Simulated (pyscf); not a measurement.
## Routes from H₃C–Ga(OH)–OH (SMILES [CH3][Ga]([OH])[OH]) + H₂ (SMILES [H][H])

Candidate steps break at most two bonds and form at most two. Each was searched with GFN2-xTB (tblite) first. Structures and frequencies: ωB97X-D3(BJ)/def2-SVP in PySCF. Energies: ωB97M-D3(BJ)/def2-TZVP, kJ/mol, from the separated reactants, singlet surface; ΔG‡ with ideal gas, 1 atm, RRHO with modes under 100 cm⁻¹ raised to 100, one conformer, R ln 2 for chiral ones without a mode under 150 cm⁻¹.

| products | type | ΔE‡ | ΔE | ΔG‡ 298 K | ΔG‡ 900 K | ν‡ (cm⁻¹) |
|---|---|---|---|---|---|---|
| H₃C–GaH–OH + H₂O | four-centre exchange | 101.0 | +44.9 | 139.2 | 216.8 | 1285i |
| HO–GaH–OH + CH₄ | four-centre exchange | 198.5 | -34.2 | 233.3 | 305.7 | 1657i |

Row 1: On the product side the descent ends in an adduct with a Ga–O contact (not fully relaxed), 66.5 kJ/mol under the separated species and 116.6 kJ/mol under the saddle at ωB97X-D3(BJ)/def2-TZVP. 

Plain bond fissions and candidates not yet searched are not listed, and one of them may be faster. Each barrier is that of the saddle found; lower ones may exist. Elements up to Kr have no core potential and no relativistic terms here.
